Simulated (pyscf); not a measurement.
Homolytic dissociation enthalpies at 298 K of Al–Cl, Al–F, Cl–Ga, Cl–In, F–Ga, F–In bonds in 8 gas-phase molecules, in kcal/mol. Single points on ωB97X-D3(BJ)/def2-SVP structures (PySCF, gas phase). MP2 and CC: frozen core, UHF for open shells. ΔMP2 is the change of the MP2 total energy from the triple- to the quadruple-zeta basis. Both columns use the same structures and thermal terms. Rows were drawn at random from the closed-shell molecules with such a bond whose radicals are computed, keep their shape and have no isomer in the data more than 5 kcal/mol lower.

```
row       molecule            radicals  PBE/def2-TZVP  CCSD(T)/def2-TZVPP + ΔMP2(QZVPP)
---  -------------  ------------------  -------------  --------------------------------
1      HO–Al(OH)–F    [HO–Al–OH]• + F•          154.2                             157.9
2        F–Ga(F)–F      F• + [F–Ga–F]•          121.0                             124.6
3     Cl–Al(Cl)–Cl   Cl• + [Cl–Al–Cl]•          111.7                             115.8
4           F–InH₂          F• + InH₂•          120.9                             119.8
5     Cl–In(Cl)–Cl   Cl• + [Cl–In–Cl]•           82.7                                 ?
6    H₂N–Ga(Cl)–Cl  [H₂N–Ga–Cl]• + Cl•          100.7                             104.6
7         F–AlH–Cl      F• + [HAl–Cl]•          154.5                             157.4
8       HO–Ga(F)–F     [HO–Ga–F]• + F•          123.0                             126.7
```

Task: Fit a line that carries the PBE values to the last column and predict row 5.

Result: In the 7 complete rows the last column lies -1.1 to 4.1 kcal/mol from PBE (mean 3.0, median 3.7). Least squares gives y = 3.0 + 1.00·x with residuals of 1.7 kcal/mol (root mean square). For row 5: 3.0 + 1.00 × 82.7 = 85.7 kcal/mol, an extrapolation. The computed value is 86.7 kcal/mol, 1.0 over the line. The CCSD(T) − MP2 part came from Ansatz, without density fitting, on the same reference. The frozen core leaves the outer d or s,p core shells of the metals and heavy elements correlated in the MP2 and CC values, and def2-TZVPP describes them poorly, which can shift differences by a few kcal/mol. Left out: the spin-orbit lowering of Cl, F. Elements up to Kr have no core potential and no relativistic terms here. Elements past Kr carry the def2 core potentials, without spin-orbit coupling.
